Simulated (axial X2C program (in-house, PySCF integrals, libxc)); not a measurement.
Potential curves of AlB, with spin–orbit coupling

All values were computed with an in-house all-electron X2C program for linear molecules (integrals from PySCF). Two-component (2c) means X2C with spin–orbit coupling and atomic mean-field two-electron Coulomb and Gaunt terms. Basis: Al dyall-v3z [8s8p2d1f], B dyall-v3z [7s6p2d1f] (cores contracted in-house); Gaussian nuclei, density fitting, unrestricted open shells. Masses: Al 26.982 u, B 11.009 u.

State: Ω = 1 (⟨Sz⟩ = 1.00, ⟨Lz⟩ = 0.00 at PBE0). Energies in eV from the fragments at the same level (Al + B). Fits are polynomials in 1 − R0/R over 0.85 to 1.23 times the lowest point R0.

| R (Å) | PBE0 | TPSSh |
| --- | --- | --- |
| 1.7652 | -1.5443 | -1.4966 |
| 1.8464 | -1.8717 | -1.8314 |
| 1.9073 | -2.0133 | -1.9778 |
| 1.9681 | -2.0868 | -2.0554 |
| 2.0290 | -2.1078 | -2.0796 |
| 2.1000 | -2.0822 | -2.0568 |
| 2.1710 | -2.0175 | -1.9938 |
| 2.2623 | -1.8952 | -1.8731 |
| 2.3739 | -1.7101 | -1.6895 |
| 2.5362 | -1.4119 | -1.3944 |

The state is a single determinant with fixed occupations, the lowest that a limited PBE0 search found. De is counted from the lowest determinant-based energies of the atoms at the same level, without counterpoise correction. Density functionals use the spin component along the axis (collinear). In 2c an atomic determinant is not the ground J level, so De misses part of the atomic spin–orbit lowering. This holds for PBE0, TPSSh. Other states lie close and PBE0, whose exact exchange favours high spin, may order them wrongly; the determinant shown need not be the ground state. The nearest other 2c determinant of the search, Ω = 2, lies 0.31 eV up at the distance of the search. Without a current term, density functionals place determinants with orbital angular momentum somewhat too high. With several unpaired electrons one determinant need not be a pure state. Open-shell Ω = 0 determinants with evenly filled partner blocks cannot be reached by this program, so the Ω shown need not be the lowest component. This is the Ω = 1 component of a π² triplet; the 0⁺ component is not one determinant and can lie lowest. The determinant is spin-polarised beyond a pure state at some levels (its spin-free form has ⟨S²⟩ too high), which makes Re and μ there less reliable.

Q: What are Re, ωe and De at the PBE0 level?

A: At PBE0, 2c: Re = 2.028 Å, ωe ≈ 614 cm⁻¹, De = 2.11 eV to Al + B; Be follows as 0.524 cm⁻¹.

Q: Fit the TPSSh curve near its minimum: give the equilibrium distance, the harmonic wavenumber and the well depth.

A: At TPSSh, 2c: Re = 2.032 Å, ωe ≈ 615 cm⁻¹, De = 2.08 eV to Al + B; Be follows as 0.522 cm⁻¹.
